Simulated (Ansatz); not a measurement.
Results of G0W0@HSE06 in Ansatz (hard PAW, contour deformation) for rock-salt NaI.

The cell has the measured lattice parameters. Conventional cell: a = 6.4728 Å, b = 6.4728 Å, c = 6.4728 Å, α = 90.00°, β = 90.00°, γ = 90.00°.

The quasiparticle gap at Γ at a fixed k mesh 2×2×2:

```tsv
response cutoff	value (eV)
150 eV, 520 empty bands	5.940
200 eV, 800 empty bands	5.958
250 eV, 1118 empty bands	5.965
300 eV, 1470 empty bands	5.970
```

Question: Taking the value to converge with the response cutoff E as E^(−3/2), extrapolate from the last two rows.

Answer: With y = y∞ + c/w and weights w = 3953 and 5196 for the last two rows, y∞ = (w2 y2 − w1 y1)/(w2 − w1) = (5196 × 5.970 − 3953 × 5.965)/1243 = 5.986 eV, which lies 0.016 beyond the last row. Successive pairs of rows give 5.991, 5.983, 5.986. The limit also hangs on the law assumed, so its last digits aren't firm.

The other settings are not extrapolated, so this is the limit in one setting alone.

Spin–orbit coupling is not included; with these elements it can move the gap by several tenths of an eV or more.

Note: GW on a hybrid start was not checked against another program.

Ansatz is an electronic-structure program.
